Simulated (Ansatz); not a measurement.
## Worked example: the enthalpy of formation of C3H3NO (SMILES c1cocn1)

The species is C3H3NO (8 atoms), meant as a singlet with charge 0. SMILES: `c1cocn1`. Geometry: relaxed at PBE0-D4/def2-TZVP.

Total energies at BHLYP/def2-SVP (Ansatz 0.2.0); the atoms run unrestricted:

| species | state | energy (Eh) |
| --- | --- | --- |
| C3H3NO | singlet | -245.744577 |
| C | triplet | -37.801979 |
| O | triplet | -74.982386 |
| N | quartet | -54.524974 |
| H | doublet | -0.497840 |

Harmonic wavenumbers at PBE0-D4/def2-TZVP, in cm⁻¹: 636, 672, 776, 859, 892, 921, 936, 1094, 1118, 1153, 1190, 1277, 1379, 1553, 1601, 3278, 3285, 3314.

Measured heats of formation of the gaseous atoms at 298.15 K, in kJ/mol: C 716.9, O 249.2, N 472.4, H 218.0. Spin-orbit lowering of the atoms at 298 K (mean of the ground term's levels less their thermal mean, from spectra), in kJ/mol: C 0.02, O 0.40. Take 1 Eh = 2625.50 kJ/mol, 1 cm⁻¹ = 0.0119627 kJ/mol, RT = 2.479 kJ/mol.

Q: What heat of formation follows?

A: 
1. Electronic atomisation energy: 3 × (-37.801979) + (-74.982386) + (-54.524974) + 3 × (-0.497840) − (-245.744577) = 1.337760 Eh = 3512.3 kJ/mol.
2. Zero-point energy: half the sum of the wavenumbers, 12967 cm⁻¹ = 155.1 kJ/mol.
3. Thermal vibrational enthalpy, Σ hcν̃/(exp(hcν̃/kT) − 1): 1.8 kJ/mol. Translation, rotation and pV of a non-linear molecule: 4 RT = 9.9 kJ/mol.
4. The 8 free atoms carry 5/2 RT each: 49.6 kJ/mol.
5. Spin-orbit coupling lowers the free atoms by 3 × 0.02 + 0.40 = 0.5 kJ/mol.
6. Atomisation enthalpy at 298 K: 3512.3 − 0.5 − 155.1 − 1.8 − 9.9 + 49.6 = 3394.6 kJ/mol.
7. Sum of the atoms' heats of formation: 3526.3 kJ/mol. Heat of formation: 3526.3 − 3394.6 = +131.7 kJ/mol.

The tabulated value is -15.5 kJ/mol (CRC Handbook of Chemistry and Physics), so this level is off by +147.2 kJ/mol, or 4.2 % of the atomisation enthalpy. Hybrids with much exact exchange underbind. Anharmonicity and any spin-orbit splitting of the molecule are left out.
